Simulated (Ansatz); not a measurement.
The reference is InAs in the zinc blende structure (space group F-43m, No. 216; a = 6.110 Å).

The values are results of Kohn–Sham DFT with the r2SCAN functional, run in Ansatz (a first-principles code) with PAW and 500 eV plane waves, no spin-orbit coupling, not measurements.

```csv
level,lattice parameter a
r2SCAN,6.110 Å
```

Measured: lattice parameter a 6.047 Å (static lattice; corrected from measurement; as listed in Daniel Mejia-Rodriguez, S. B. Trickey, Phys. Rev. B (2018)).

Computed minus measured — lattice parameter a: r2SCAN +1.0 %.

Whether these cells are dynamically stable was not tested.
